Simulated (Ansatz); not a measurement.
2H MoTe2 was calculated with PBE (Ansatz, a quantum-chemistry and plane-wave program, plane waves, PAW).

Run with plane-wave cutoff 520 eV, 12×12×4 k mesh (along the axes of the cell as run), perturbation theory, no spin polarisation, scalar-relativistic PAW data made under PBE.

Cell (relaxed at this level):

Space group P6₃/mmc (No. 194); a = 3.5566 Å, b = 3.5566 Å, c = 15.3342 Å, α = 90.00°, β = 90.00°, γ = 120.00°

```json
[
 {"atom": "Te", "site": "4f", "symmetry": "3m.", "x": "0.6667", "y": "0.3333", "z": "0.1321"},
 {"atom": "Mo", "site": "2c", "symmetry": "-6m2", "x": "0.3333", "y": "0.6667", "z": "0.2500"}
]
```

Estimate the electronic dielectric constant ε∞ (mean over three axes) and dielectric constant ε0 (ions relaxed) (mean over three axes) that the calculation returns.


* **electronic dielectric constant ε∞ (mean over three axes)**: 14.3
* **dielectric constant ε0 (ions relaxed) (mean over three axes)**: 15.4

Note: the cell comes from a level without a dispersion term, which matters for the spacing of layers, chains or molecules; the cell has widely spaced layers and the level no dispersion term, so their spacing and the moduli can rest on weak binding.

Spin–orbit coupling is not included.

It cost very roughly 100 core-minutes of CPU time.
